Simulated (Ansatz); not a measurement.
Consider the hydrogenolysis of a C–C bond: `CCCCC=O` + H₂ → `CCCC` + `C=O`.

Computed with Ansatz on PBE0-D4/def2-TZVP structures; ΔE is electronic, products minus reactants. CCSD(T)/CBS adds triple-zeta CCSD(T) − MP2 to the extrapolated MP2 energy (def2 sets, frozen cores). This one scheme is used for every species. DFT in def2-TZVPP. B3LYP here is the variant with VWN-RPA as its local correlation; programs differ in this. Each species was taken in one conformer, which may not be the lowest.

| level | ΔE (kJ/mol) |
| --- | --- |
| ωB97M-V | -23.9 |
| B3LYP | -37.3 |
| HF/def2-TZVPP | -49.6 |
| HF/CBS(def2) | -50.0 |

(1) What does CCSD(T)/CBS give? (Best estimate.)

Largest T1 diagnostic among the species: 0.015.

## Answers

(1) Computed: -25.7 kJ/mol. The listed levels differ from it by 1.8, -11.6, -23.9, -24.3 kJ/mol.

The D4 term adds +11.3 kJ/mol with B3LYP and +6.4 kJ/mol with PBE0; it sums over pairs of atoms, weighted by their polarisabilities, and B3LYP, whose exchange is more repulsive, gets the larger term. In def2-TZVPP, CCSD(T) changes the Hartree–Fock value by +22.4 kJ/mol (the triples alone add +5.1 kJ/mol) and MP2 by +27.1 kJ/mol.
